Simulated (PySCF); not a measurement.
Bonds broken one at a time in the series HO-X. Gas-phase values, no solvent. One relaxed conformer stands for each flexible species; it need not be the lowest. Strings in code marks are SMILES.

Method: PBE-D3(BJ)/def2-TZVP // B3LYP-D3(BJ)/def2-TZVP in PySCF 2.14.0. 

```tsv
species	dipole moment (D)	highest occupied spin orbital (eV)
radical fragment (`[OH]`)	1.73	-7.16
whole molecule (`C(C)O` (C–C–O–H torsion 59°))	–	–
radical fragment (`[CH2]O`)	–	-3.71
radical fragment (`C[CH2]`)	(withheld)	-4.55
radical fragment (`N#[C]`)	1.14	(withheld)
radical fragment (`[CH]=O`)	1.46	-4.85
radical fragment (`C[O]`)	(withheld)	(withheld)
radical fragment (`[SiH3]`)	0.03	-5.33
radical fragment (`C[Si](C)O` (C–Si–O–H torsion 177°))	–	-4.07
radical fragment (`C[Si](C)C`)	0.71	-4.14
whole molecule (`OS` (H–O–S–H torsion 91°))	–	–
radical fragment (`[SH]`)	0.87	-6.12
```

Task: Complete the blanks.

Result: 
- radical fragment (`C[CH2]`), dipole moment (D): 0.35
- radical fragment (`N#[C]`), highest occupied spin orbital (eV): -9.41
- radical fragment (`C[O]`), dipole moment (D): 2.10
- radical fragment (`C[O]`), highest occupied spin orbital (eV): -5.93
